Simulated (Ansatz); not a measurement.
C₄H₇N, SMILES CC(C)C#N, a geometry optimisation

Run with Ansatz's Python interface.

Script `opt_c4h7n.py`:
```python
# -*- coding: utf-8 -*-
"""Geometry optimisation of C4H7N."""

import argparse

import ansatz as az
from ase import Atoms
import numpy as np
import pandas as pd

parser = argparse.ArgumentParser(description="Geometry optimisation of C4H7N.")
parser.add_argument("--basis-set", default="6-31G*", help="Gaussian basis set")
parser.add_argument("--xc", required=True, help="exchange-correlation functional")
args = parser.parse_args()


def main():
    atoms = Atoms(["C", "C", "C", "C", "N", "H", "H", "H", "H", "H", "H", "H"], positions=[
        (-1.2123, -0.447, 0.2909),
        (0.0365, 0.3928, 0.2375),
        (1.1987, -0.5255, -0.0201),
        (0.0468, 1.4436, -0.8097),
        (-0.0782, 2.2441, -1.6448),
        (-2.1165, 0.2695, 0.4752),
        (-1.4219, -0.9109, -0.6684),
        (-1.1902, -1.1421, 1.0631),
        (0.18, 0.9015, 1.2529),
        (2.1723, 0.04, 0.0093),
        (1.1387, -1.043, -0.9485),
        (1.3232, -1.2782, 0.7967),
    ])
    system = az.Crystal.molecule_from_ase(atoms)

    calc = (
        system.calculation()
        .basis(gaussian=args.basis_set)
        .functional(args.xc)
    )
    symbols = [site.symbol for site in system.cartesian_sites]
    start = np.array([site.position_ang for site in system.cartesian_sites], dtype=float)
    def progress(event):
        if event["event"] == "relax_step":
            row = event["data"]
            print(f"step {row['step']:3d}  E = {row['lagrangian_ev']:.6f} eV  largest force component {row['allowed_force_max_ev_ang']:.4f} eV/A")


    report = calc.relax(force_tolerance=0.02).session().plan().execute(on_event=progress).report
    end = np.array(report["positions_ang"])

    for key in ("converged", "free_energy_ev", "reference_energy_ev", "n_frozen", "n_occupied", "n_virtual"):
        print(f"{key:22s} {report[key]}")

    print("final positions (A) and the move of each atom")
    for symbol, xyz, old in zip(symbols, end, start):
        print(f"{symbol:2s} {xyz[0]:10.5f} {xyz[1]:10.5f} {xyz[2]:10.5f}   {np.linalg.norm(xyz - old):7.4f}")

    charges = report["charge_distribution"]
    table = pd.DataFrame({"atom": symbols, "mulliken": charges["mulliken_charges_e"], "lowdin": charges["lowdin_charges_e"]})
    print(table.round(3).to_string())
    print("dipole (e A):", np.round(charges["dipole_moment_e_ang"], 4) + 0.0)


if __name__ == "__main__":
    main()
```

```console
$ python opt_c4h7n.py --xc PBE
step   1  E = -5743.847918 eV  largest force component 3.4254 eV/A
step   2  E = -5744.162604 eV  largest force component 0.8332 eV/A
step   3  E = -5744.199181 eV  largest force component 0.1721 eV/A
step   4  E = -5744.205135 eV  largest force component 0.0480 eV/A
step   5  E = -5744.205225 eV  largest force component 0.0114 eV/A
converged              True
free_energy_ev         -5744.205246315264
reference_energy_ev    -5744.205246315264
n_frozen               0
n_occupied             [19, 19]
n_virtual              [70, 70]
final positions (A) and the move of each atom
C    -1.27266   -0.40252    0.28317    0.0754
C     0.05217    0.38863    0.23750    0.0162
C     1.26973   -0.53027   -0.00051    0.0738
C    -0.00912    1.43886   -0.79158    0.0590
N    -0.06025    2.26452   -1.62447    0.0339
H    -2.13108    0.26178    0.47124    0.0170
H    -1.44501   -0.92853   -0.67045    0.0291
H    -1.22725   -1.15299    1.09009    0.0471
H     0.18646    0.90379    1.20886    0.0446
H     2.21023    0.04333   -0.01314    0.0442
H     1.17563   -1.06125   -0.96235    0.0435
H     1.32825   -1.28056    0.80574    0.0106
   atom  mulliken  lowdin
0     C    -0.479  -0.308
1     C    -0.206  -0.181
2     C    -0.479  -0.308
3     C     0.363  -0.144
4     N    -0.468  -0.004
5     H     0.183   0.133
6     H     0.180   0.133
7     H     0.171   0.128
8     H     0.199   0.156
9     H     0.183   0.133
10    H     0.180   0.133
11    H     0.171   0.128
dipole (e A): [ 0.0307 -0.5966  0.5466]
```

Notes:
- Total energies depend on the basis set; only differences at equal settings carry meaning.
- The end point is the stationary point reached from this start; no frequency run checks that it is a minimum, and the basis set is modest.
- The Löwdin charges here are taken after orthogonalising the functions within each atom; they differ from plain Löwdin charges, and their signs can be unphysical.
- The whole script took 18 s on 1 thread of Arm Neoverse V1, with other jobs on the host, peak memory 0.24 GiB.
